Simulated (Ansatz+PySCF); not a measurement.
## doublet ClO₂: levels of theory in one basis

```xyz
3

Cl    0.0000    0.1470   -1.7557
O     0.0000   -0.5088    0.4691
O     0.0000    0.3618    1.2866
```

Basis set: cc-pVTZ on O; cc-pV(T+d)Z on Cl (spherical functions). Correlated methods keep 7 orbitals frozen. Correlation on ROHF uses semicanonical orbitals with singles. Charge 0, multiplicity 2.

Computed with Ansatz (development build ahead of 0.2.0); each method stands on the lowest determinant of its kind that the runs found.

```
     method  E − E(ROHF) (eV)  <S²> of the determinant
       ROHF              0.00                     0.75
        UHF             -2.48                     1.73
    UHF-MP2            -18.81                     1.73
   UHF-CCSD            -19.54                     1.73
UHF-CCSD(T)            -20.24                     1.73
```

**Question.** What does ROHF-MP2 give on the same scale?

**Answer.** -17.57 eV.

**Question.** Is a single determinant a sound starting point here?

**Answer.** It is doubtful. Unrestricted orbitals lower Hartree–Fock by 2.48 eV and <S²> is 1.73 where a pure state has 0.75, a sign of strong static correlation.

Caution for ROHF, ROHF-MP2: an unrestricted determinant lies well below. Caution for UHF, UHF-MP2, UHF-CCSD, UHF-CCSD(T): the unrestricted determinant is a mixture of spin states. Caution for ROHF-MP2, UHF-MP2: forces differ strongly between restricted and unrestricted references. Caution for ROHF-MP2: another reference gives a lower total.
